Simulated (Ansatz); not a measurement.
Loss of H2O: C5H10O → C5H8 + H2O

Species: C5H10O (2-pentanone) `CCCC(C)=O`, singlet; C5H8 (1,2-pentadiene) `C=C=CCC`, singlet; H2O (water) `O`, singlet. 

Shapes, held fixed at every level: PBE0-D4/def2-TZVP. Flexible molecules stand in one conformer, not always the lowest. Programs: Ansatz 0.2.0. Electronic energies: no zero-point or thermal term.

Problem. Estimate ΔE of this reaction.

Solution. The highest level, CCSD(T)/CBS estimate, gives ΔE = +166.2 kJ/mol; the levels span +163.7 to +184.4. The column of differences is taken from that level and isn't an error. No measured value is set beside it here. The CBS estimate extrapolates MP2 from def2-TZVPP and def2-QZVPP and adds CCSD(T) − MP2 in the triple-zeta set, cores frozen.

| level | kind | ΔE (kJ/mol) | less CCSD(T)/CBS estimate |
| --- | --- | --- | --- |
| HF/def2-TZVPP | Hartree–Fock | +167.2 | +1.0 |
| PBE0-D4/def2-TZVPP | global hybrid | +184.4 | +18.2 |
| wB97M-V/def2-TZVPP | range-separated hybrid | +178.0 | +11.8 |
| B2PLYP/def2-TZVPP | double hybrid | +163.7 | -2.5 |
| MP2/def2-TZVPP | perturbation theory | +176.6 | +10.4 |
| CCSD(T)/def2-TZVPP | coupled cluster or CI | +172.3 | +6.1 |
| CCSD(T)/CBS estimate | coupled cluster or CI | +166.2 | 0.0 |
